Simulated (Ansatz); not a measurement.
The input, for Ansatz 0.2.0:

```yaml
crystal:
  periodic: [false, false, false]
  atoms:
    - {symbol: Ge, position_ang: [0.000000, 0.000000, 0.000000]}
    - {symbol: Be, position_ang: [0.000000, 0.000000, 2.167800]}
basis:
  gaussian: {orbitals: "6-31G*"}
magnetization: {spin_polarized: false, initial_magnetization: 2}
correlation: {method: ccsdt_q, electrons: outside_noble_gas}
scf: {max_iter: 3}
output: {forces: true}
```

```sh
$ ansatz run in.yaml --threads 1 --pin off --events-out ev --progress --plain --max-ram 2393MiB
```

Problem. One thing in this input was set wrong on purpose, beside settings that are merely unusual. What is the gravest fault, and what does the program do?

Solution. Unknown input key. How the run ends: refused.
```
Error: invalid value for `basis.gaussian`: such a run doesn't read scf.max_iter; remove what it names
```
